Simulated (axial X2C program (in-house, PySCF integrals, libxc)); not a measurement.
## What spin–orbit coupling does to SiH

All values were computed with an in-house all-electron X2C program for linear molecules (integrals from PySCF). Spin-free means the one-electron spin-free X2C Hamiltonian; two-component (2c) means X2C with spin–orbit coupling and atomic mean-field two-electron Coulomb and Gaunt terms, so the difference of the two also holds small scalar two-electron terms. Basis: Si dyall-v3z [8s7p2d1f], H dyall-v3z [6s2p1d] (cores contracted in-house); Gaussian nuclei, density fitting, unrestricted open shells. Masses: Si 27.977 u, H 1.008 u.

Spin-free state: M_S = 1/2, Λ = 1 (beyond evenly filled blocks: π+α); fragments Si + H.

| level | Re (Å) | ωe (cm⁻¹) | De (eV) | μ (D) |
| --- | --- | --- | --- | --- |
| PBE0 | 1.536 | 2015.8 | 3.008 | 0.14 |
| HF | 1.518 | 2123.7 | 2.157 | 0.25 |
| MP2 | 1.521 | 2089.3 | 2.921 | n/a |
| CCSD | 1.527 | 2041.2 | 3.078 | n/a |
| CCSD(T) | 1.529 | 2028.9 | 3.101 | n/a |
| PBE | 1.550 | 1942.2 | 3.020 | 0.08 |

Correlated methods: 5 electrons correlated (number of frozen shells: Si 2 s, 1 p; H none), 101 virtual spin orbitals or spinors in MP2, 71 natural virtuals in coupled cluster.

Dipoles are positive if H is the positive end.

Question: Within this multiplet, which Ω should lie lowest by the rule for regular and inverted multiplets?

Answer: The open π shell holds one electron, so the multiplet is regular: Ω = Λ − 1/2 = 1/2. The PBE0 2c search agrees, though Ω = 3/2 of the search lies only 0.02 eV higher.

Two-component determinant lowest at the distance of the search:

Ω = 1/2 (⟨Sz⟩ = -0.50, ⟨Lz⟩ = 1.00 at HF); fragments Si + H.

```tsv
level	Re (Å)	ωe (cm⁻¹)	De (eV)	μ (D)
PBE0	1.536	2015.2	3.017	0.14
HF	1.518	2123.0	2.163	0.25
MP2	1.521	2088.7	2.940	n/a
CCSD	1.527	2040.6	3.089	n/a
CCSD(T)	1.529	2028.3	3.112	n/a
PBE	1.550	1941.5	3.029	0.07
```

Question: From the two tables, how do the constants change at the CCSD(T) level (2c against spin-free)?

Answer: At the CCSD(T) level Re is unchanged within 0.001 Å and ωe drops by 0.6 cm⁻¹; De is not compared, since the atomic limits differ or miss part of their spin–orbit lowering.

The state is one determinant whose occupation by symmetry is held fixed; it was picked as the lowest of a PBE0 search that is not exhaustive. Dissociation energies refer to the lowest single-determinant-based atoms at the same level and basis. Density functionals use the spin component along the axis (collinear). Coupled cluster ran in a truncated set of natural virtual spinors; the MP2 energy of the rest was added. (T) has no such correction and the atoms are truncated less, which lowers De at CCSD(T) by a hundredth of an eV or more. The 2c atoms are single determinants rather than J levels; their spin–orbit lowering is only partly caught, and De is too large by that part. This holds for PBE0, MP2, CCSD, CCSD(T), PBE. Without a current term, density functionals place determinants with orbital angular momentum somewhat too high.
